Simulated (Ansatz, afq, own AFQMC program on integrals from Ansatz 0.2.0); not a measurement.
**AlN, singlet in 6-31G, levels against full CI**

```xyz
2

Al    0.0000    0.0000    0.0000
N     0.0000    0.0000    1.9850
```

Basis 6-31G. Noble-gas cores (and the filled d shells of Ga–Kr and In–Xe) are frozen. Ansatz 0.2.0 and our own AFQMC program on the same integrals; the CISD trial comes from CCSD amplitudes, and released means the phaseless constraint is let go. Uncertainties: one standard error, sampling alone.

Determinant: RHF, the one that the program's search chose, which needn't be the lowest solution. The geometry is a point of a scan.

Full CI on the same integrals is exact in this basis and with this determinant's frozen core.

Cautions: higher spins were not checked; restricted determinant unstable towards unrestricted (UHF 2.74 eV lower, ⟨S²⟩ 1.00); the search met a lower determinant of the same kind, perhaps of another symmetry (1.13 eV lower), and this one is a saddle point; strong correlation (T1 0.147, weight of the determinant 0.54, largest double 0.17); (T) is large, 10 % of the CCSD correlation; (Q) is large, 204 meV, so the cluster series hasn't closed; CCSDT(Q) is in doubt: in a space of 8 electrons in 8 natural orbitals full CI lies 161 meV above it; the released energies are still falling, so no released level is given (meV from the phaseless value at times in 1/Eh: -22 ± 5 at 0.24, -36 ± 5 at 0.51, -62 ± 4 at 0.99, -84 ± 5 at 1.62, -92 ± 8 at 2.40); CCSDTQ on the UHF determinant differs (989 meV lower), perhaps since the unrestricted series falls towards higher spin.

The T1 diagnostic is 0.1472 and the weight of the determinant in the CISD state is 0.535. The size of the correlated space is 8 electrons in 16 orbitals.

Reference: full CI, correlation energy -5.525 eV. The cautions show a poor starting determinant, so the rows tell how each method copes with it here, and full CI is the sure value.

```csv
level,E − E(reference) (kcal/mol),share of correlation (%)
HF,127.41,0.00
MP2,46.30,63.66
CCSD,11.14,91.25
CCSD(T),-0.61,100.48
CCSDT,0.51,99.60
CCSDT(Q),-4.20,103.30
CCSDTQ,-0.03,100.02
ph-AFQMC/HF,9.02 ± 0.53,92.92
ph-AFQMC/CISD,4.25 ± 0.11,96.66
```

CCSDT and higher add their correlation energy to the determinant of the CCSD(T) run, since their own runs factorise the integrals more tightly (a shift of under 2 meV). A walk keeps the symmetry of its determinant, which the program's search chose and which needn't be the lowest solution, so a lower state of the same spin and another symmetry isn't excluded.
